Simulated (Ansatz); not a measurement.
# AlFH4O: the cost of one run

All numbers below are computed with Ansatz 0.2.0 (RKS BLYP-D4/6-31G*).

1 further run of the same task is left out (it didn't finish).

### 1 The system as given

Bond lengths: Al1–F3 1.690 Å, Al1–H4 1.560 Å, Al1–O5 2.080 Å, O5–H6 1.010 Å. Angles: F3–Al1–H4 120.0°, F3–Al1–O5 97.0°, H4–Al1–O5 101.2°, Al1–O5–H6 109.5°.

Structure file:

```xyz
7

Al    0.0000    0.0000    0.0000
H     0.0000    0.0000    1.9100
F     1.4635    0.0000   -0.8450
H    -1.3510    0.0000   -0.7800
O     0.0869   -1.9720    0.6559
H    -0.4595   -2.5566    0.0397
H     0.0439   -0.9965    1.8084
```

### 2 A restrained relaxation towards end A

Springs on the bonds that form and break draw the guess towards this end; the thresholds are loose.

Contents of input.yaml:

```yaml
crystal:
  periodic: [false, false, false]
  atoms:
    - { symbol: Al, position_ang: [0.0, 0.0, 0.0] }
    - { symbol: H, position_ang: [0.0, 0.0, 1.91] }
    - { symbol: F, position_ang: [1.4635, 0.0, -0.845] }
    - { symbol: H, position_ang: [-1.351, 0.0, -0.78] }
    - { symbol: O, position_ang: [0.0869, -1.972, 0.6559] }
    - { symbol: H, position_ang: [-0.4595, -2.5566, 0.0397] }
    - { symbol: H, position_ang: [0.0439, -0.9965, 1.8084] }
basis:
  gaussian: { orbitals: "6-31G*" }
hamiltonian:
  xc: blyp
  dispersion: d4
relax:
  f_tol: 0.15
  max_steps: 25
  restrain:
    - { distance: [0, 4], at: 2.98, k: 30.0 }
    - { distance: [6, 1], at: 1.86, k: 30.0 }
    - { distance: [0, 1], at: 1.56, k: 30.0 }
    - { distance: [6, 4], at: 1.01, k: 30.0 }
output:
  orbitals: {}
```

Launch:

```sh
$ ansatz run input.yaml --threads 1 --pin off --max-ram 2048MiB --backend cpu --events-out ev --progress --plain --runs-dir out
```

**Question.** How long does this run take on 1 thread of Arm Neoverse N1, shared host, and how much memory does it need?

About 27 s, with a peak of 0.12 GiB.
